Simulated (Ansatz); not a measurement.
**Si2H6 (disilane): from total energies to a heat of formation**

Si2H6: 8 atoms, total charge 0, spin state singlet. As SMILES, `[SiH3][SiH3]`. Geometry: relaxed at PBE0-D4/def2-TZVP.

Total energies at revPBE/aug-cc-pVDZ (Ansatz 0.2.0); the atoms run unrestricted:

```
species    state  energy (Eh)
  Si2H6  singlet  -582.445645
     Si  triplet  -289.313191
      H  doublet    -0.503794
```

Harmonic wavenumbers at PBE0-D4/def2-TZVP, in cm⁻¹: 135, 362, 362, 433, 625, 625, 836, 910, 932, 932, 946, 946, 2213, 2220, 2222, 2222, 2232, 2232.

Measured heats of formation of the gaseous atoms at 298.15 K, in kJ/mol: Si 450.0, H 218.0. Spin-orbit lowering of the atoms at 298 K (mean of the ground term's levels less their thermal mean, from spectra), in kJ/mol: Si 0.44. Take 1 Eh = 2625.50 kJ/mol, 1 cm⁻¹ = 0.0119627 kJ/mol, RT = 2.479 kJ/mol.

What heat of formation follows?


1. Electronic atomisation energy: 2 × (-289.313191) + 6 × (-0.503794) − (-582.445645) = 0.796499 Eh = 2091.2 kJ/mol.
2. Zero-point energy: half the sum of the wavenumbers, 10692.5 cm⁻¹ = 127.9 kJ/mol.
3. Thermal vibrational enthalpy, Σ hcν̃/(exp(hcν̃/kT) − 1): 5.9 kJ/mol. Translation, rotation and pV of a non-linear molecule: 4 RT = 9.9 kJ/mol.
4. The 8 free atoms carry 5/2 RT each: 49.6 kJ/mol.
5. Spin-orbit coupling lowers the free atoms by 2 × 0.44 = 0.9 kJ/mol.
6. Atomisation enthalpy at 298 K: 2091.2 − 0.9 − 127.9 − 5.9 − 9.9 + 49.6 = 1996.2 kJ/mol.
7. Sum of the atoms' heats of formation: 2208.0 kJ/mol. Heat of formation: 2208.0 − 1996.2 = +211.8 kJ/mol.

The tabulated value is +80.3 kJ/mol (CRC Handbook of Chemistry and Physics; in doubt, as an older value, an estimate or one at odds with other calculations), so this level is off by +131.5 kJ/mol, or 6.2 % of the atomisation enthalpy that the table implies (2127.7 kJ/mol). Anharmonicity and any spin-orbit splitting of the molecule are left out.
